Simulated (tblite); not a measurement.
Species: C4H7S (charge -1).
SMILES with atom numbers: `[CH3:1]/[CH:2]=[C:3](/[CH3:4])[S-:5]` (hydrogens: H6, H7, H8 on C1; H9 on C2; H10, H11, H12 on C4)
Bond orders are those of one Lewis drawing.

Computed with GFN2-xTB (tblite), gas phase: Langevin dynamics at 300 K from the optimised GFN2-xTB geometry, time step 0.5 fs, friction 0.01 fs⁻¹, 2000 steps.

Start geometry:
```
atom  x, y, z in Å
C1      1.921    0.228   -0.251
C2      0.482   -0.113   -0.468
C3     -0.490    0.099    0.437
C4     -1.917   -0.281    0.117
S5     -0.251    0.794    1.990
H6      2.024    0.665    0.740
H7      2.284    0.948   -0.993
H8      2.562   -0.660   -0.313
H9      0.232   -0.561   -1.429
H10    -2.560    0.599    0.175
H11    -2.283   -1.003    0.850
H12    -2.003   -0.716   -0.882
```

The statistics below take the 31 frames saved every 25 fs from 250 to 1000 fs; their kinetic temperature (all 3N coordinates) averages 301 K.

Problem. Give the mean, spread and extremes of the bond lengths.

Solution. 
| bond | start (Å) | mean (Å) | standard deviation (Å) | shortest (Å) | longest (Å) |
| --- | --- | --- | --- | --- | --- |
| C1–C2 | 1.495 | 1.502 | 0.028 | 1.447 | 1.551 |
| C2=C3 | 1.345 | 1.349 | 0.026 | 1.315 | 1.418 |
| C3–C4 | 1.510 | 1.509 | 0.037 | 1.445 | 1.620 |
| C3–S5 | 1.719 | 1.727 | 0.038 | 1.658 | 1.828 |
| C1–H6 | 1.088 | 1.091 | 0.037 | 1.030 | 1.184 |
| C1–H7 | 1.096 | 1.099 | 0.029 | 1.043 | 1.158 |
| C1–H8 | 1.097 | 1.101 | 0.036 | 1.033 | 1.155 |
| C2–H9 | 1.089 | 1.092 | 0.039 | 1.032 | 1.159 |
| C4–H10 | 1.092 | 1.093 | 0.023 | 1.047 | 1.133 |
| C4–H11 | 1.092 | 1.096 | 0.026 | 1.045 | 1.160 |
| C4–H12 | 1.094 | 1.097 | 0.020 | 1.067 | 1.149 |

Problem. Give the same statistics for bond angles, one of each kind.

Solution. 
| angle | start (°) | mean (°) | standard deviation (°) | smallest (°) | largest (°) |
| --- | --- | --- | --- | --- | --- |
| C2–C1–H6 | 108.4 | 108.0 | 3.4 | 101.6 | 114.4 |
| C2–C1–H7 | 111.7 | 110.0 | 4.0 | 102.1 | 116.7 |
| H6–C1–H7 | 108.7 | 110.4 | 5.2 | 96.9 | 119.3 |
| H7–C1–H8 | 107.5 | 108.6 | 4.8 | 98.9 | 116.0 |
| C1–C2–C3 | 124.2 | 123.6 | 4.4 | 115.9 | 132.3 |
| C1–C2–H9 | 116.3 | 117.0 | 4.0 | 108.7 | 127.4 |
| C3–C2–H9 | 119.5 | 117.9 | 3.2 | 111.3 | 123.6 |
| C2–C3–C4 | 120.0 | 120.3 | 3.4 | 112.1 | 131.2 |
| C2–C3–S5 | 124.8 | 124.0 | 3.6 | 117.1 | 131.5 |
| C4–C3–S5 | 115.1 | 115.4 | 2.8 | 110.1 | 119.8 |
| C3–C4–H10 | 110.0 | 111.6 | 5.0 | 102.1 | 121.3 |
| C3–C4–H12 | 111.6 | 112.0 | 4.6 | 103.0 | 122.0 |
| H10–C4–H11 | 107.4 | 106.2 | 3.8 | 96.1 | 112.8 |
| H10–C4–H12 | 108.8 | 106.9 | 4.7 | 95.7 | 114.0 |

Problem. How far does each atom move about its mean position (frames aligned on the start, all atoms weighted alike), and what rms force does it feel?

Solution. 
```tsv
atom	rms displacement (Å)	rms force (eV/Å)
C1	0.06	2.22
C2	0.11	1.91
C3	0.09	1.90
C4	0.06	1.83
S5	0.19	1.00
H6	0.22	1.18
H7	0.21	0.96
H8	0.21	1.17
H9	0.21	1.21
H10	0.34	0.91
H11	0.34	0.89
H12	0.35	0.80
```

The displacements run from 0.06 to 0.35 Å.

The run is classical and short, so these are rough statistics of one trajectory.

The cost below is that of the whole dynamics run. On an AMD EPYC 7R43 with one thread, shared host with 256 logical CPUs at a one-minute load of 218, this took 17 s wall and 0.18 GiB of memory at its peak.
